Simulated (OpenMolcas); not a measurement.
How basis sets differ on BSiH4F (SMILES B[SiH2]F)

The species is BSiH4F (7 atoms), meant as a singlet with charge 0. SMILES: `B[SiH2]F`. Geometry: relaxed at GFN2-xTB.

```xyz
7

B    -0.9560    0.2841   -0.6890
Si    0.6027   -0.0875    0.4209
F     0.7277   -1.6795    0.7259
H    -1.6708   -0.5610   -1.0665
H    -1.2215    1.3781   -1.0050
H     0.6010    0.4672    1.7792
H     1.9170    0.1985   -0.1655
```

Quantity: the dipole moment, in D. The values are calculated.

| level | kind | program | value (D) |
| --- | --- | --- | --- |
| HF/STO-3G | Hartree–Fock | OpenMolcas | 1.67 |
| HF/3-21G | Hartree–Fock | OpenMolcas | 2.59 |
| HF/def2-SVP | Hartree–Fock | OpenMolcas | 2.38 |
| HF/6-311+G** (Cholesky decomposition) | Hartree–Fock | OpenMolcas | 2.54 |
| HF/pcseg-2 | Hartree–Fock | OpenMolcas | 2.31 |

The values span 1.67 to 2.59 D. Sets without polarisation functions give poor dipoles. Without the sets that lack polarisation functions the rows with a basis span only 2.31 to 2.54 D.
